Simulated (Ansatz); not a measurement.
Predicting a hybrid from its neighbours: CH6N2 (methylhydrazine)

The species is CH6N2 (9 atoms), meant as a singlet with charge 0. SMILES: `CNN`. The coordinates come from a PBE0-D4/def2-TZVP relaxation. This is one conformer, not always the lowest.

The vertical energy of the triplet above the singlet y, in eV, basis cc-pVDZ; a is the functional's share of exact exchange. Programs: Ansatz 0.2.0.

| functional | program | a | y (eV) |
| --- | --- | --- | --- |
| revPBE | Ansatz | 0 | 5.87 |
| PBE | Ansatz | 0 | 5.81 |
| B3LYP | Ansatz | 0.2 | ? |
| PBE0 | Ansatz | 0.25 | 6.23 |
| r2SCAN0 | Ansatz | 0.25 | 6.25 |
| BHLYP | Ansatz | 0.5 | 6.43 |

Question: Fit y = c + s·a to the known rows and predict B3LYP.

Answer: 
1. Means of the 5 rows: a = 0.2000, y = 6.118.
2. Σ(Δa)² = 0.175, Σ(Δa·Δy) = 0.217, so the slope is 0.217/0.175 = 1.24.
3. Intercept: 6.118 − (1.24) × 0.2000 = 5.870. The largest residual of the fit is 0.070.
4. B3LYP: 5.870 + (1.24) × 0.2 = 6.12 eV.

The run gave 6.15 eV, so the prediction is off by -0.03 eV, within the scatter of the fit.
